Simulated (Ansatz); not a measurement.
**K: which structure is lowest?**

Theory: DFT, BLYP, plane waves (420 eV) with PAW, scalar-relativistic (Ansatz). The PAW files were generated under PBE, with cores re-solved for the functional.

Each structure is relaxed within its own symmetry, so a high-lying one may be dynamically unstable.

| structure | ΔE (meV/atom) | V (Å³/atom) | cell | magnetic state |
| --- | --- | --- | --- | --- |
| dhcp | -2 | 75.88 | a = 4.757 Å, c = 15.490 Å (c/a = 3.257) | spin not included |
| hcp | -2 | 75.93 | a = 4.760 Å, c = 7.740 Å (c/a = 1.626) | spin not included |
| fcc | -1 | 75.93 | a = 6.722 Å | spin not included |
| bcc | 0 | 75.43 | a = 5.323 Å | spin not included |
| A15 | 5 | 76.89 | a = 8.505 Å | spin not included |
| omega (AlB2-type) | 6 | 76.58 | a = 7.625 Å, c = 4.563 Å (c/a = 0.598) | spin not included |
| simple cubic | 81 | 85.71 | a = 4.409 Å | spin not included |
| diamond | 158 | 130.98 | a = 10.157 Å | spin not included |

ΔE counts from bcc.

BLYP puts dhcp 2 meV/atom below bcc, the structure of the real element at low temperature or room conditions.

Differences under about 8 meV lie within the error of the k-point mesh.
